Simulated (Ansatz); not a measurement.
The cluster Li3H6⁻. The state is a singlet with charge -1. Geometry PBE-D4/def2-TZVPD, basis def2-TZVPD, Ansatz.

Cartesian coordinates in Å:
```
Li 0.214 -1.158 0.080
Li 1.151 -0.236 -1.510
Li -0.662 1.378 -0.279
H -1.564 2.805 0.085
H 1.479 -1.913 -0.957
H -0.700 -0.273 -1.274
H -0.743 -0.842 1.920
H 1.039 0.543 0.172
H -0.214 -0.305 1.763
```

```json
{"run": "A", "HOMO (eV)": "0.02", "LUMO (eV)": "2.07"}
{"run": "B", "HOMO (eV)": "-0.14", "LUMO (eV)": "2.51"}
{"run": "C", "HOMO (eV)": "-0.99", "LUMO (eV)": "2.41"}
{"run": "D", "HOMO (eV)": "-3.35", "LUMO (eV)": "3.10"}
{"run": "E", "HOMO (eV)": "-0.32", "LUMO (eV)": "2.07"}
```

In the singlet, H7 and H9 lie 0.77 Å apart (atoms count from 1), so H2 has formed as a molecule. Another isomer (singlet) lies 0.49 eV lower at PBE0-D4/def2-TZVPD; other spin states weren't run for this one.

**Question.** The runs used B97M-V, PBE, PBE0, r2SCAN, ωB97X-V. Estimate which is which.

**Answer.** A PBE (0 % exact exchange); B r2SCAN (0 % exact exchange); C PBE0 (25 % exact exchange); D ωB97X-V (range-separated); E B97M-V (0 % exact exchange). Exact exchange lowers occupied and raises empty levels; among semilocal functionals meta-GGAs tend to open the gap a little, and such runs are hard to tell apart. The gap grows from 2.05 eV (PBE) to 6.45 eV (ωB97X-V). At PBE-D4/def2-TZVPD the highest occupied level of the charge -1 singlet lies above zero (up to 0.02 eV). The electron is either unbound and held by the finite basis, or the level is raised by self-interaction error.
